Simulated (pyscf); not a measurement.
**Four-centre exchange: HO–Si(F)(F)–F + hydrogen (H₂) → HO–SiH(F)–F + hydrogen fluoride (HF)**

Gas phase, singlet surface, charge 0. Bonds broken: Si2–F3, H7–H8. Bonds formed: Si2–H7, F3–H8. Optimised with ωB97X-D3(BJ)/def2-SVP in PySCF.

Transition state (Å):

```xyz
8

O      1.1090     0.4549     0.0874
Si    -0.3837    -0.1916    -0.0466
F     -0.7637     0.2387     1.7664
F     -1.6349     0.7024    -0.5097
F     -0.1854    -1.1554    -1.3295
H      1.2417     1.0093     0.8648
H     -0.8442    -1.5787     0.7579
H     -0.9091    -0.9184     1.4839
```

One imaginary mode, 1065i cm⁻¹; descent along it reached the two sides named, in the forms told below.

| bond | change | reactant side (Å) | saddle | product side |
|---|---|---|---|---|
| Si2–F3 | breaks | 1.601 | 1.902 | 3.3 |
| H7–H8 | breaks | 0.759 | 0.983 | 4.1 |
| Si2–H7 | forms | 3.5 | 1.668 | 1.465 |
| F3–H8 | forms | 2.8 | 1.200 | 0.932 |

Electronic energies relative to the separated reactants (eV):

| level | barrier | reaction energy | reverse barrier |
|---|---|---|---|
| ωB97X-D3(BJ)/def2-TZVP | 2.53 | +1.33 | 1.20 |
| PBE/def2-TZVP | 2.22 | +1.28 | 0.94 |
| r²SCAN/def2-TZVP | 2.40 | +1.45 | 0.95 |
| B3LYP-D3(BJ)/def2-TZVP | 2.54 | +1.34 | 1.20 |
| PBE0-D3(BJ)/def2-TZVP | 2.37 | +1.28 | 1.10 |
| M06-2X/def2-TZVP | 2.68 | +1.46 | 1.22 |
| ωB97M-D3(BJ)/def2-TZVP | 2.52 | +1.34 | 1.18 |
| HF/def2-TZVP | 3.36 | +1.35 | 2.01 |

With ωB97M-D3(BJ)/def2-TZVP energies and thermal terms (ideal gas, 1 atm, RRHO with modes under 100 cm⁻¹ raised to 100, one conformer, R ln 2 for chiral ones without a mode under 150 cm⁻¹), in eV:

```json
[
 {"T (K)": "298", "ΔH‡": "2.59", "ΔG‡": "2.98", "ΔH": "+1.46", "ΔG": "+1.39"},
 {"T (K)": "600", "ΔH‡": "2.54", "ΔG‡": "3.39", "ΔH": "+1.43", "ΔG": "+1.34"},
 {"T (K)": "900", "ΔH‡": "2.52", "ΔG‡": "3.83", "ΔH": "+1.40", "ΔG": "+1.30"},
 {"T (K)": "1200", "ΔH‡": "2.53", "ΔG‡": "4.26", "ΔH": "+1.39", "ΔG": "+1.27"}
]
```

On the product side the descent ends in a complex (not fully relaxed), 0.28 eV under the separated species and 1.49 eV under the saddle at ωB97X-D3(BJ)/def2-TZVP. This is the saddle that the search found; another between the same sides may lie lower.
